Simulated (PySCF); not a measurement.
**How methods differ on the electron affinity of Li**

Li⁻ [He] 2s2 (1S) → Li [He] 2s1 (2S), as a difference of total energies. All numbers are calculated (PySCF 2.14, scalar relativity by spin-free X2C-1e, in aug-cc-pVQZ-DK). Correlated levels: valence: 1s2 frozen. The calculations carry no spin-orbit coupling.

| method | electron affinity (eV) | error (eV) |
| --- | --- | --- |
| UHF | -0.123 | -0.741 |
| MP2 (valence) | 0.365 | -0.253 |
| SCS-MP2 (valence) | 0.462 | -0.156 |
| CCSD (valence) | 0.616 | -0.002 |

Reference: 0.618 eV (measured; photodetachment measurements, as compiled on the Wikipedia data page of electron affinities).

Errors of the correlated levels include the incompleteness of this basis and the frozen core.

A negative affinity means that the anion lies above the atom at that level of theory.

With two correlated electrons CCSD is exact in that space.

The coupled-cluster amplitudes are large for Li⁻ (T1 above 0.03 or a double amplitude above 0.15), so a single reference is strained.
